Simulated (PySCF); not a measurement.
**Complex of hydrogen fluoride and hydrogen sulfide**

Made of hydrogen fluoride and hydrogen sulfide. The whole: neutral, singlet.

Parts: 1 = hydrogen fluoride (F), atoms 1–2; 2 = hydrogen sulfide (S), atoms 3–5.

Coordinates in Å:
```
F1      0.0292   -0.1370    0.1006
H2     -0.8204   -0.0233   -0.2796
S3     -2.8956    0.1010   -1.0215
H4     -3.0683   -1.2210   -0.8600
H5     -3.3715    0.3692    0.2053
```

In these coordinates H2···S3 is 2.207 Å. Part 2 is then moved rigidly along that line, all else held; at short range other atoms may come into contact.

The starting structure comes from a short search with a few starts; no frequency run checks that it is a minimum, and another way of binding may lie lower.

These are computed values: CCSD(T)/aug-cc-pVDZ and MP2/aug-cc-pVTZ, aug-cc-pVQZ counterpoise interaction energy, frozen core, gas phase (PySCF). Geometry: PBE0-D3(BJ)/def2-TZVPD.

Counterpoise energies in kcal/mol, cluster less the parts frozen as they stand in it; small is aug-cc-pVDZ, large aug-cc-pVQZ. Estimated limit: HF in aug-cc-pVQZ, MP2 correlation extrapolated as X⁻³ from aug-cc-pVTZ and aug-cc-pVQZ, and CCSD(T) less MP2 in aug-cc-pVDZ; it isn't the exact limit.

```
H2···S3 (Å)  HF large  MP2 large  SCS-MP2 large  CCSD(T) small  CCSD(T) limit est.
      1.986     -0.29      -3.75          -2.77          -2.17               -3.56
      2.097     -1.97      -4.78          -3.97          -3.51               -4.64
      2.207     -2.92      -5.20          -4.53          -4.18               -5.10
      2.317     -3.39      -5.24          -4.69          -4.44               -5.16
      2.428     -3.56      -5.06          -4.59          -4.43               -5.00
      2.759         ?          ?              ?              ?                   ?
      3.310     -1.99      -2.25          -2.14          -2.23               -2.22
      4.414         ?          ?              ?              ?                   ?
```

(1) Fill in the withheld rows.

## Answers

(1) 
| H2···S3 (Å) | HF large | MP2 large | SCS-MP2 large | CCSD(T) small | CCSD(T) limit est. |
| --- | --- | --- | --- | --- | --- |
| 2.759 | -3.17 | -3.96 | -3.70 | -3.71 | -3.93 |
| 4.414 | -0.73 | -0.75 | -0.73 | -0.76 | -0.73 |

The 8 runs took 3.1 min in all, one thread each of Arm Neoverse V1 on a shared host, launched as `OMP_NUM_THREADS=1 python cluster_run.py task.json out`.
